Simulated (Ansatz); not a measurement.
Relaxation of CH5BF (8 atoms, charge 0, multiplicity 2), to a largest force component of 0.03 eV/Å in at most 50 steps.

Method: UKS B3LYP/def2-SVP in Ansatz.

```xyz
8
Properties=species:S:1:pos:R:3
B 0.030 0.250 -0.110
F -0.180 -0.454 2.299
H 1.090 -0.227 -0.423
C -1.358 0.093 -0.763
H -1.674 -0.956 -0.589
H -2.151 0.754 -0.381
H -1.284 0.208 -1.861
H 0.052 0.333 1.838
```

Problem. Where does it end, and by what steps?

Solution. The run converged. After 14 steps the energy has fallen by 0.011 eV; H5 moved furthest, 0.26 Å.

| step | energy less start (eV) | largest force component (eV/Å) | accepted |
| --- | --- | --- | --- |
| 0 | 0.0000 | 0.387 | yes |
| 1 | -0.0010 | 0.145 | yes |
| 2 | 0.0155 | 0.831 | no |
| 3 | -0.0034 | 0.057 | yes |
| 4 | -0.0025 | 0.314 | no |
| 5 | -0.0049 | 0.036 | yes |
| 6 | -0.0063 | 0.037 | yes |
| 7 | -0.0077 | 0.164 | yes |
| 8 | -0.0084 | 0.133 | yes |
| 9 | 0.0022 | 0.246 | no |
| 10 | -0.0098 | 0.079 | yes |
| 11 | -0.0103 | 0.053 | yes |
| 12 | -0.0109 | 0.052 | yes |
| 13 | -0.0108 | 0.037 | no |
| 14 | -0.0111 | 0.020 | yes |

```xyz
8
Properties=species:S:1:pos:R:3
B 0.030 0.167 -0.086
F -0.177 -0.321 2.181
H 1.058 -0.412 -0.323
C -1.367 0.038 -0.727
H -1.673 -1.019 -0.841
H -2.176 0.598 -0.233
H -1.258 0.441 -1.756
H 0.087 0.510 1.795
```

Whether the end is a true minimum wasn't checked by a vibrational analysis.

Time of the run: 25 s on 2 threads of Arm Neoverse V1 (shared host), peak memory 0.15 GiB.
